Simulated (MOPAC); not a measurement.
MOPAC input (AM1):

```
AM1 PRECISE GNORM=0.05 LET XYZ UHF MS=0.5 GEO-OK AUX(PRECISION=9) THREADS=1
C3H2N

C    -0.12186025 1   -1.69074357 1    0.02215318 1
C     0.54218933 1   -0.56026688 1    0.01153545 1
C    -0.07823455 1    0.72517373 1   -0.01044128 1
H     0.10845327 1   -2.74335182 1    0.03814959 1
H     1.63433789 1   -0.55645278 1    0.01934692 1
N    -0.54219405 1    1.77926070 1   -0.02814008 1
```

Question: What heat of formation does the run end on?

Answer: 91.20 kcal/mol.

The determinant is spin-contaminated: <S^2> is 0.89 against 0.75 for a pure state.
